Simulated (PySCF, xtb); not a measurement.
HO, SMILES [OH] (connectivity only; charge and spin as stated), charge -1, multiplicity 1.

Harmonic wavenumbers (cm⁻¹) from xtb with GFN2-xTB at its own minimum, in rising order: 3398.

**Question.** What does PBE-D3(BJ)/def2-TZVPD (PySCF) give at its own minimum? (The exact figures need the calculation; the answer reports its results.)

**Answer.** 3646. Paired by order, the mean absolute difference is 249 cm⁻¹ and the zero-point energies are 4.9 and 5.2 kcal/mol.
